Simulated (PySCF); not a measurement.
Delta-SCF ions had no search for a lower state. 

Cartesian coordinates (Å):
SMILES: C1C=C1
```xyz
7

C     -0.6379    -0.5790    -0.1570
C     -0.5392     0.6289     0.2831
C      0.7605    -0.0327    -0.0814
H     -1.2465    -1.4279    -0.4183
H     -1.0051     1.5239     0.6590
H      1.4296    -0.3754     0.7091
H      1.2743     0.2595    -0.9983
```
Charge 0, spin multiplicity 1.

### Question
Predict the LUMO, HOMO–LUMO gap and vertical ionisation energy (Delta-SCF) from r2SCAN-D4/def2-TZVP run with PySCF.

### Answer

The LUMO comes out as -0.69 eV and the HOMO–LUMO gap is 5.57 eV. The vertical ionisation energy (Delta-SCF) comes out as 9.61 eV.
